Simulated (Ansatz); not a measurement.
# CH₂S (singlet): relaxing a cheap start

Aim: relax a generated start of CH₂S (singlet) and see which bonds hold.

Computed with Ansatz 0.2.0, Gaussian basis. Level: RKS PBE0/def2-TZVP.

### Step 1. Starting geometry

4 atoms, charge 0, spin multiplicity 1.

Atoms are counted from 1 here; the program's logs count them from 0.

Bond lengths: C1–S2 1.605 Å, C1–H3 1.083 Å, C1–H4 1.083 Å. Angles: S2–C1–H3 121.6°, S2–C1–H4 121.6°, H3–C1–H4 116.7°.

The start was built by rule and, where that kept it together, relaxed with GFN2-xTB. Sticks and bond lists go by distance. 

### Step 2. The run

in.yaml reads:

```yaml
crystal:
  periodic: [false, false, false]
  atoms:
    - {symbol: C, position_ang: [-1.091846, -0.011018, -0.011337]}
    - {symbol: S, position_ang: [0.513314, 0.005180, 0.005330]}
    - {symbol: H, position_ang: [-1.668890, 0.905079, -0.019676]}
    - {symbol: H, position_ang: [-1.650336, -0.938574, -0.014788]}
basis:
  gaussian: {orbitals: def2-TZVP}
hamiltonian: {xc: pbe0}
relax: {f_tol: 0.004, max_steps: 80}
```

Launch:

```console
$ ansatz run in.yaml --threads 1 --pin off --events-out ev --progress --plain --max-ram 2176MiB
```

What does the calculation give? Wanted: energy gained; shift from the start; total energy; dipole moment.

**Answer**, as computed:

| quantity | value |
| --- | --- |
| steps | 5 |
| energy gained | 0.003 eV |
| shift from the start (rms) | 0.005 Å |
| total energy | -11899.4680 eV |
| dipole moment | 1.73 D |

The bonds of the start are those of the end. C1–H4 went from 1.083 to 1.090 Å. No vibrations were run, so this is a stationary point, not a proven minimum, and this spin need not be the ground state's.
